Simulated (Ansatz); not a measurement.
```yaml
crystal:
  periodic: [false, false, false]
  atoms:
    - {symbol: F, position_ang: [-1.164836, -0.660419, -0.006146]}
    - {symbol: N, position_ang: [0.786852, 1.353985, 0.011992]}
    - {symbol: Si, position_ang: [0.395536, -0.228515, -0.001823]}
basis:
  gaussian: {orbitals: def2-TZVP}
magnetization: {spin_polarized: true, initial_magnetization: 2}
hamiltonian: {xc: pbe0}
relax: {f_tol: 0.004, max_steps: 80}
```

```sh
$ ansatz run in.yaml --threads 1 --pin off --events-out ev --progress --plain --max-ram 2176MiB
```

Steps of the relaxation (energy above the last step; positions in Å, forces in eV/Å):

```
3
step 1, 44.5 meV
F    -1.165   -0.660   -0.006    0.748    0.368    0.003
N     0.787    1.354    0.012    0.137    1.195    0.010
Si    0.396   -0.229   -0.002   -0.884   -1.563   -0.014
```

```
3
step 2, 19.4 meV
F    -1.160   -0.652   -0.006    0.480    0.258    0.002
N     0.781    1.358    0.012    0.037    0.683    0.006
Si    0.396   -0.241   -0.002   -0.517   -0.941   -0.008
```

```
3
step 3, 1.0 meV
F    -1.147   -0.629   -0.006   -0.085    0.027    0.000
N     0.763    1.361    0.012   -0.040    0.020    0.000
Si    0.402   -0.267   -0.002    0.125   -0.047    0.000
```

```
3
step 5, 0.0 meV
F    -1.145   -0.619   -0.006    0.000    0.000    0.000
N     0.753    1.359    0.012   -0.001   -0.003    0.000
Si    0.410   -0.275   -0.002    0.001    0.003    0.000
```

Close pairs at the end: F1–Si3 1.593 Å, N2–Si3 1.670 Å.

A stationary point of unrestricted PBE0 after 5 steps, with ⟨S²⟩ = 2.019 against 2.00 for a pure state; no frequencies were run, so it isn't proven a minimum. 18 s on 1 thread of Intel Xeon 6975P-C, shared host.
